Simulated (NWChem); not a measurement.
Program: NWChem. System: H$_{6}$Si$_{2}$, charge 0, spin multiplicity 1, displaced from the optimised geometry. Level: PBE0/def2-SVP.

The NWChem input:

```
start mol
memory heap 200 mb stack 900 mb global 1100 mb
geometry units angstroms nocenter noautoz
  Si     1.200514     0.053177     0.000000
  Si    -1.200514    -0.053177     0.000000
  H      1.696073     0.790163     1.237232
  H      1.696073     0.790163    -1.237232
  H      1.790974    -1.350672     0.000000
  H     -1.696073    -0.790163     1.237232
  H     -1.696073    -0.790163    -1.237232
  H     -1.790974     1.350672     0.000000
  symmetry group C2h
end
basis spherical
  * library def2-svp
end
dft
  xc pbe0
  semidirect memsize 60000000 filesize 0
  iterations 100
  convergence damp 70 ncydp 30
end
task dft gradient
```

Output (cleaned and shortened):

```
             Northwest Computational Chemistry Package (NWChem) 7.3.0
             --------------------------------------------------------

                                NWChem Input Module
                                -------------------

 Scaling coordinates for geometry "geometry" by  1.889725989
 (inverse scale =  0.529177249)

 Turning off AUTOSYM since
 SYMMETRY directive was detected!

                             Geometry "geometry" -> ""
                             -------------------------

 Output coordinates in angstroms (scale by  1.889725989 to convert to a.u.)

  No.       Tag          Charge          X              Y              Z
 ---- ---------------- ---------- -------------- -------------- --------------
    1 Si                  14.0000     1.20051400     0.05317700     0.00000000
    2 Si                  14.0000    -1.20051400    -0.05317700     0.00000000
    3 H                    1.0000     1.69607300     0.79016300     1.23723200
    4 H                    1.0000     1.69607300     0.79016300    -1.23723200
    5 H                    1.0000     1.79097400    -1.35067200     0.00000000
    6 H                    1.0000    -1.69607300    -0.79016300     1.23723200
    7 H                    1.0000    -1.69607300    -0.79016300    -1.23723200
    8 H                    1.0000    -1.79097400     1.35067200     0.00000000

 Effective nuclear repulsion energy (a.u.)      88.4598406703

            Nuclear Dipole moment (a.u.)
            ----------------------------
        X                 Y               Z
 ---------------- ---------------- ----------------
    -0.0000000000     0.0000000000     0.0000000000

      Symmetry information
      --------------------

 Group name             C2h
 Group number             21
 Group order               4
 No. of unique centers     3

      Symmetry unique atoms

     1    3    5


 Summary of "ao basis" -> "" (spherical)
 ------------------------------------------------------------------------------
       Tag                 Description            Shells   Functions and Types
 ---------------- ------------------------------  ------  ---------------------
 *                          def2-svp                  on all atoms

                                 NWChem DFT Module
                                 -----------------

 Summary of "ao basis" -> "ao basis" (spherical)
 ------------------------------------------------------------------------------
       Tag                 Description            Shells   Functions and Types
 ---------------- ------------------------------  ------  ---------------------
 Si                         def2-svp                 8       18   4s3p1d
 H                          def2-svp                 3        5   2s1p

 Summary of "ao basis" -> "ao basis" (spherical)
 ------------------------------------------------------------------------------
       Tag                 Description            Shells   Functions and Types
 ---------------- ------------------------------  ------  ---------------------
 Si                         def2-svp                 8       18   4s3p1d
 H                          def2-svp                 3        5   2s1p

      Symmetry analysis of basis
      --------------------------

        ag         22
        au         11
        bg         11
        bu         22

            General Information
            -------------------
          SCF calculation type: DFT
          Wavefunction type:  closed shell.
[...]
  ----- ------------  ---------------      ----- ------------  ---------------
    13      0.788595  1 Si pz                31      0.788595  2 Si pz
    38     -0.607239  3 H  s                 43      0.607239  4 H  s
    53     -0.607239  6 H  s                 58      0.607239  7 H  s
    37     -0.158723  3 H  s                 42      0.158723  4 H  s
    52     -0.158723  6 H  s                 57      0.158723  7 H  s

 Vector   20  Occ=0.000000D+00  E= 2.988282D-02  Symmetry=bu
              MO Center= -1.3D-15,  1.1D-15,  1.6D-15, r^2= 5.2D+00
   Bfn.  Coefficient  Atom+Function         Bfn.  Coefficient  Atom+Function
  ----- ------------  ---------------      ----- ------------  ---------------
    11      1.100965  1 Si px                29      1.100965  2 Si px
     4     -0.908319  1 Si s                 22      0.908319  2 Si s
     3     -0.411787  1 Si s                 21      0.411787  2 Si s
     2     -0.204034  1 Si s                 20      0.204034  2 Si s
     8      0.202832  1 Si px                26      0.202832  2 Si px

 center of mass
 --------------
 x =  -0.00000000 y =   0.00000000 z =   0.00000000

 moments of inertia (a.u.)
 ------------------
          44.721378227325         -14.637181761825           0.000000000000
         -14.637181761825         374.517336484724           0.000000000000
           0.000000000000           0.000000000000         375.165465005290

     Multipole analysis of the density
     ---------------------------------

     L   x y z        total         alpha         beta         nuclear
     -   - - -        -----         -----         ----         -------
     0   0 0 0     -0.000000    -17.000000    -17.000000     34.000000

     1   1 0 0     -0.000000     -0.000000     -0.000000     -0.000000
     1   0 1 0     -0.000000     -0.000000     -0.000000      0.000000
     1   0 0 1     -0.000000     -0.000000     -0.000000      0.000000

     2   2 0 0    -24.242325   -116.175510   -116.175510    208.108695
     2   1 1 0     -0.032720     -4.141247     -4.141247      8.249773
     2   1 0 1      0.000000      0.000000      0.000000      0.000000
     2   0 2 0    -23.509130    -22.869928    -22.869928     22.230726
     2   0 1 1     -0.000000     -0.000000     -0.000000      0.000000
     2   0 0 2    -23.507736    -22.686631    -22.686631     21.865527

            General Information
            -------------------
          SCF calculation type: DFT
          Wavefunction type:  closed shell.
          No. of atoms     :     8
          No. of electrons :    34
           Alpha electrons :    17
            Beta electrons :    17
          Charge           :     0
          Spin multiplicity:     1
          Use of symmetry is: on ; symmetry adaption is: on
          Maximum number of iterations: 100
          AO basis - number of functions:    66
                     number of shells:    34
          Convergence on energy requested:  1.00D-06
          Convergence on density requested:  1.00D-05
          Convergence on gradient requested:  5.00D-04

              XC Information
              --------------
                         PBE0 Method XC Functional
                     Hartree-Fock (Exact) Exchange  0.250
          PerdewBurkeErnzerhof Exchange Functional  0.750
            Perdew 1991 LDA Correlation Functional  1.000 local
           PerdewBurkeErnz. Correlation Functional  1.000 non-local

             Grid Information
             ----------------
          Grid used for XC integration:  medium
          Radial quadrature: Mura-Knowles
          Angular quadrature: Lebedev.
          Tag              B.-S. Rad. Rad. Pts. Rad. Cut. Ang. Pts.
          ---              ---------- --------- --------- ---------
          Si                  1.10       88          10.0       590
          H                   0.35       45          11.0       434
          Grid pruning is: on
          Number of quadrature shells:   178
          Spatial weights used:  Erf1

          Convergence Information
          -----------------------
          Convergence aids based upon iterative change in
          total energy or number of iterations.
          Levelshifting, if invoked, occurs when the
          HOMO/LUMO gap drops below (HL_TOL):  1.00D-02
          DIIS, if invoked, will attempt to extrapolate
          using up to (NFOCK): 10 stored Fock matrices.

                    Damping(70%)  Levelshifting(0.5)       DIIS
                  --------------- ------------------- ---------------
          dE  on:    start            ASAP                start
          dE off:   30 iters        100 iters           100 iters

      Screening Tolerance Information
      -------------------------------
          Density screening/tol_rho:  1.00D-10
          AO Gaussian exp screening on grid/accAOfunc:  14
          CD Gaussian exp screening on grid/accCDfunc:  20
          XC Gaussian exp screening on grid/accXCfunc:  20
          Schwarz screening/accCoul:  1.00D-08

                            NWChem DFT Gradient Module
                            --------------------------

  charge          =   0.00
  wavefunction    = closed shell

  Using symmetry

                         DFT ENERGY GRADIENTS

    atom               coordinates                        gradient
                 x          y          z           x          y          z
   1 Si      2.268643   0.100490   0.000000    0.000983   0.000042   0.000000
   2 Si     -2.268643  -0.100490   0.000000   -0.000983  -0.000042   0.000000
   3 H       3.205113   1.493192   2.338029    0.003211   0.004441   0.007438
   4 H       3.205113   1.493192  -2.338029    0.003211   0.004441  -0.007438
   5 H       3.384450  -2.552400   0.000000    0.003784  -0.008430   0.000000
   6 H      -3.205113  -1.493192   2.338029   -0.003211  -0.004441   0.007438
   7 H      -3.205113  -1.493192  -2.338029   -0.003211  -0.004441  -0.007438
   8 H      -3.384450   2.552400   0.000000   -0.003784   0.008430   0.000000

                 ----------------------------------------
                 |  Time  |  1-e(secs)   |  2-e(secs)   |
                 ----------------------------------------
                 |  CPU   |       0.00   |       0.46   |
                 ----------------------------------------
                 |  WALL  |       0.00   |       0.46   |
                 ----------------------------------------

 Task  times  cpu:        5.1s     wall:        5.1s

 Total times  cpu:        5.2s     wall:        5.2s
```
